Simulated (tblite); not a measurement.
Species: phosphine, PH3.
SMILES: `P`

Method: GFN2-xTB as coded in tblite; computed harmonic values from a numerical Hessian at the method's own geometry, unscaled. Against measured fundamentals such values can be off by several per cent, at times by over 20. Modes of hydrogen on phosphorus can be 10 to 20 % off.

Harmonic wavenumbers (cm⁻¹): 1131.8, 1151.2, 1151.3, 2283.4, 2392.0, 2392.6.

A = 138825, B = 138807, C = 125386 MHz; mass 33.997 u (most abundant isotopes); point group C3v, symmetry number 3.

**Question.** What is the zero-point energy?

**Answer.** ½Σν̃ = 5251 cm⁻¹ = 62.82 kJ/mol.

**Question.** Give the ideal-gas entropy at 350 K and 1 bar in the rigid-rotor, harmonic-oscillator model (classical rotation).

**Answer.** Translation 156.17, rotation 57.93, vibration 1.32: S = 215.4 J/(mol K).

**Question.** And Cp and H(350 K) − H(0)?

**Answer.** Cp = 38.49 J/(mol K), of which vibrations give 5.23 (their classical limit is 6 R = 49.9); H(350 K) − H(0) = 12.02 kJ/mol without the zero-point energy, 0.38 from vibrations.

**Question.** Which modes carry the vibrational entropy at 350 K?

**Answer.** 1131.8 cm⁻¹: 0.45; 1151.2 cm⁻¹: 0.42; 1151.3 cm⁻¹: 0.42; 2283.4 cm⁻¹: 0.01; 2392.0 cm⁻¹: 0.00; 2392.6 cm⁻¹: 0.00 J/(mol K).

**Question.** How do the functions run with temperature in this model?

**Answer.** 
```csv
T (K),S (J/(mol K)),Cp (J/(mol K)),H − H(0) (kJ/mol),G − H(0) (kJ/mol),ln q(vib)
150,185.9,33.3,4.99,-22.90,0.00
250,203.2,34.8,8.37,-42.42,0.00
298.15,209.4,36.4,10.08,-52.36,0.01
400,220.7,40.8,14.00,-74.28,0.05
600,239.0,49.9,23.08,-120.30,0.21
900,261.4,60.9,39.79,-195.47,0.60
```

q(vib) and H(0) count from the zero-point level.

**Question.** What must be added to the electronic energy to get the Gibbs energy at 350 K and 1 bar?

**Answer.** ZPE + [H(350 K) − H(0)] − T·S = 62.82 + 12.02 − 75.39 = -0.55 kJ/mol.
